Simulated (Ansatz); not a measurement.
# C2H3S+ (SMILES [CH+]1CS1): one structure at several levels

An exercise on one series of results from a longer session: the logs are not shown, and one member is left open.

Program: Ansatz 0.2.0, Gaussian basis. Level of theory: single points in def2-TZVPP. These are calculated values, not measurements.

Correlated methods freeze the cores.

### The starting structure

6 atoms, charge 1, spin multiplicity 1.

Atoms are counted from 1 here; the program's logs count them from 0.

Bond lengths: C1–C2 1.582 Å, C1–S3 1.556 Å, C1–H4 1.138 Å, C2–S3 1.884 Å, C2–H5 0.866 Å, C2–H6 1.007 Å. Angles: C2–C1–S3 73.8°, C2–C1–H4 122.4°, S3–C1–H4 157.4°, C1–C2–S3 52.4°, C1–C2–H5 130.2°, C1–C2–H6 107.3°, S3–C2–H5 134.0°, S3–C2–H6 103.4°, H5–C2–H6 114.5°, C1–S3–C2 53.7°.

Geometry (Å):

```
C    -0.2029   -0.8809   -0.2269
C     0.2516    0.6051    0.0717
S     0.6786   -0.9457    1.0532
H    -1.0756   -1.1251   -0.9149
H     0.7114    1.1570   -0.4119
H    -0.4745    1.0365    0.6209
```

The first run:

Input file run/in.yaml:

```yaml
crystal:
  periodic: [false, false, false]
  atoms:
    - {symbol: C, position_ang: [-0.202900, -0.880900, -0.226900]}
    - {symbol: C, position_ang: [0.251600, 0.605100, 0.071700]}
    - {symbol: S, position_ang: [0.678600, -0.945700, 1.053200]}
    - {symbol: H, position_ang: [-1.075600, -1.125100, -0.914900]}
    - {symbol: H, position_ang: [0.711400, 1.157000, -0.411900]}
    - {symbol: H, position_ang: [-0.474500, 1.036500, 0.620900]}
basis:
  gaussian: {orbitals: def2-TZVPP}
total_charge: 1
correlation: {method: ccsd_t}
output: {forces: true}
```

No record of the launch command was kept for these runs.

Steps of the session up to this table: CCSD(T)/def2-TZVPP; PBE0-D4/def2-TZVPP; wB97M-V/def2-TZVPP; r2SCAN-D4/def2-TZVPP; PBE-D4/def2-TZVPP; r2SCANh-D4/def2-TZVPP; BHLYP-D4/def2-TZVPP.

One table of the session follows, with a row left open; its other results are not shown here.

| method | RMS force component (eV/Å) | angle to CCSD(T) forces (°) |
| --- | --- | --- |
| CCSD(T) | 5.480 | reference |
| PBE0-D4 | ? | ? |
| wB97M-V | 5.457 | 3.3 |
| r2SCAN-D4 | 5.485 | 2.0 |
| PBE-D4 | 5.510 | 1.7 |
| r2SCANh-D4 | 5.501 | 2.8 |
| BHLYP-D4 | 5.475 | 4.6 |

Estimate the missing values for PBE0-D4.

As computed: RMS force component (eV/Å): 5.554; angle to CCSD(T) forces (°): 3.4. In the column «RMS force component (eV/Å)» it is the highest.
